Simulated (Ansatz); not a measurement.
**AlH2Cl: ionisation energy by level of theory**

Aim: the vertical ionisation energy of AlH2Cl, as cation minus neutral at the neutral's geometry, on several levels, and how well −ε(HOMO) stands in for it.

Computed with Ansatz 0.2.0, Gaussian basis. Level: unrestricted cation, the program's frozen cores in correlated methods.

Levels to be run: UKS PBE-D4/def2-TZVPP; UKS r2SCAN-D4/def2-TZVPP; UKS PBE0-D4/def2-TZVPP; UKS B3LYP-D4/def2-TZVPP; UKS wB97X-V/def2-TZVPP; UKS wB97M-V/def2-TZVPP; UKS B2PLYP/def2-TZVPP; UHF-CCSD(T)/def2-TZVPP; UHF-CCSD(T)/def2-QZVPP; extrapolation to the limit; then −ε(HOMO) from the neutral's earlier runs with LDA (SPW92), PBE-D4, revPBE-D4, BLYP-D4, r2SCAN-D4, B97M-V, PBE0-D4, B3LYP-D4, r2SCANh-D4, r2SCAN0-D4, HSE06-D4, BHLYP-D4, CAM-B3LYP-D4, LC-ωPBE, ωB97X-V, ωB97M-V.

## 1. The geometry

An earlier PBE0-D4 in a triple-zeta def2 set relaxation fixed the geometry.

SMILES `[AlH2][Cl]`, 4 atoms, charge 0, spin multiplicity 1.

Atoms are counted from 1 here; the program's logs count them from 0.

Bond lengths: Al1–Cl2 2.097 Å, Al1–H3 1.575 Å, Al1–H4 1.575 Å. Angles: Cl2–Al1–H3 117.5°, Cl2–Al1–H4 117.5°, H3–Al1–H4 125.0°.

As a file:

```xyz
4
AlClH2
Al   -0.0903   -0.0042   -0.1266
Cl    1.2717   -0.1460    1.4618
H    -1.3350   -0.9693   -0.1063
H     0.2092    1.0593   -1.2493
```

## 2. Cation, UKS PBE-D4/def2-TZVPP

Contents of in.yaml:

```yaml
crystal:
  periodic: [false, false, false]
  atoms:
    - {symbol: Al, position_ang: [-0.090277, -0.004227, -0.126565]}
    - {symbol: Cl, position_ang: [1.271745, -0.146038, 1.461803]}
    - {symbol: H, position_ang: [-1.335026, -0.969337, -0.106255]}
    - {symbol: H, position_ang: [0.209159, 1.059301, -1.249284]}
basis:
  gaussian: {orbitals: def2-TZVPP}
total_charge: 1
magnetization: {spin_polarized: true, initial_magnetization: 1}
hamiltonian: {xc: pbe, dispersion: d4}
```

The run is started by

```sh
ansatz run in.yaml --threads 4 --pin off --events-out ev --progress --plain --max-ram 10444MiB
```

Further steps of the session: Cation, UKS r2SCAN-D4/def2-TZVPP; Cation, UKS PBE0-D4/def2-TZVPP; Cation, UKS B3LYP-D4/def2-TZVPP; Cation, UKS wB97X-V/def2-TZVPP; Cation, UKS wB97M-V/def2-TZVPP; Cation, UKS B2PLYP (frozen core)/def2-TZVPP; Cation, UHF-CCSD(T)/def2-TZVPP; Cation, UHF-CCSD(T)/def2-QZVPP.

Q: Predict the results of all the runs planned. Wanted: ionisation energy, CCSD(T)/def2-TZVPP; nearest functional by difference; nearest −ε(HOMO); −ε(HOMO) of PBE; T1 of the cation.

As calculated:

```
                             quantity               value
ionisation energy, CCSD(T)/def2-TZVPP            11.31 eV
     nearest functional by difference  ωB97X-V (-0.05 eV)
                     nearest −ε(HOMO)  LC-ωPBE (+0.05 eV)
                      −ε(HOMO) of PBE             7.27 eV
                     T1 of the cation               0.102
```

**Reading.** By cation minus neutral, the functionals miss by 0.77 eV at most. The PBE orbital energy is 4.0 eV too small: a semilocal HOMO is no ionisation energy. Among orbital estimates LC-ωPBE comes nearest. Hartree-Fock falls 0.58 eV short, as the neutral has more correlation energy than the cation. The cation's T1 (from the report) is 0.102, above the customary mark of 0.045 for open shells, so the coupled-cluster value is less safe.
